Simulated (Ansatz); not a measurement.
Reaction (SMILES): [C-]#[NH+] (C-NH) + 3 [H][H] (H2) → C (CH4) + N (NH3)
B3LYP-D3(BJ)/def2-TZVP geometries, fixed; electronic energies without zero-point terms.
Largest species:
```
C
H 1 1.0892
H 1 1.0892 2 109.47
H 1 1.0892 2 109.47 3 120.00
H 1 1.0892 2 109.47 3 -120.00
```
Charge 0, spin multiplicity 1.

The energy of full hydrogenation at CCSD(T) with Ansatz (a first-principles code), in kcal/mol, split into its Hartree-Fock and correlation parts. Cores are frozen. No added dispersion term, no relativity. Functions are those of the species that has most.

```json
[
 {"basis": "cc-pVDZ", "X": "2", "functions": "34", "Hartree-Fock": "-88.95", "CCSD(T)": "-85.19"},
 {"basis": "cc-pVTZ", "X": "3", "functions": "86", "Hartree-Fock": "-87.64", "CCSD(T)": "-89.72"},
 {"basis": "cc-pVQZ", "X": "4", "functions": "175", "Hartree-Fock": "-87.64", "CCSD(T)": "-90.95"}
]
```

Worked estimate of the basis-set limit from each neighbouring pair, with Hartree-Fock from the larger set and the correlation part extrapolated as X^-3.
Correlation parts: X = 2: 3.76, X = 3: -2.08, X = 4: -3.31.
- (2,3): (27·(-2.08) - 8·(3.76))/19 = -4.54; with Hartree-Fock -87.64 the estimate is -92.18 kcal/mol.
- (3,4): (64·(-3.31) - 27·(-2.08))/37 = -4.21; with Hartree-Fock -87.64 the estimate is -91.85 kcal/mol.
The last two estimates differ by 0.33 kcal/mol; the largest set lies 0.90 from the last. Over the last step Hartree-Fock moves by 0.00 and the correlation part by -1.23.
